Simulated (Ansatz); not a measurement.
# Al₂ (quintet): from Hartree-Fock to the top rungs, def2-QZVPP

An exercise on one series of results from a longer session: the logs are not shown, and one member is left open.

The runs use Ansatz 0.2.0, Gaussian basis; def2-QZVPP, core rule «outside noble gas», up to 10 orbitals frozen.

To be run: UHF; ROHF; CCSD(T) on UHF.

2 further runs of the same task are left out: 2 set aside as unsound or not needed.

## The system

The geometry is a PBE0/def2-TZVP stationary point (not a proven minimum) of the parent state, kept for this charge and spin.

2 atoms, charge 0, spin multiplicity 5.

Atoms are counted from 1 here; the program's logs count them from 0.

Bond lengths: Al1–Al2 2.479 Å.

The first run:

File in.yaml:

```yaml
crystal:
  periodic: [false, false, false]
  atoms:
    - {symbol: Al, position_ang: [0.000000, 0.000000, 0.000000]}
    - {symbol: Al, position_ang: [0.000000, 0.000000, 2.478843]}
basis:
  gaussian: {orbitals: "def2-QZVPP.json"}
magnetization: {spin_polarized: true, initial_magnetization: 4}
hamiltonian: {xc: hf}
output: {orbitals: {seedname: orbitals}}
```

On the command line:

```sh
$ ansatz run in.yaml --threads 1 --pin off --events-out ev --progress --plain --max-ram 4096MiB --backend cpu
```

Among the steps run: UHF; ROHF; CCSD(T) on UHF.

One of the session's tables, all rows but one given; the rest of the session is left out.

| method | from UCCSD(T) (meV) |
| --- | --- |
| ROHF | ? |
| UHF | +3002.9 |
| UMP2 | +661.4 |
| UCCSD | +226.4 |
| UCCSD(T) | 0 |

**Question.** Estimate the row for ROHF.

As computed: from UCCSD(T) (meV): +3021.2. In the column «from UCCSD(T) (meV)» it is the highest.
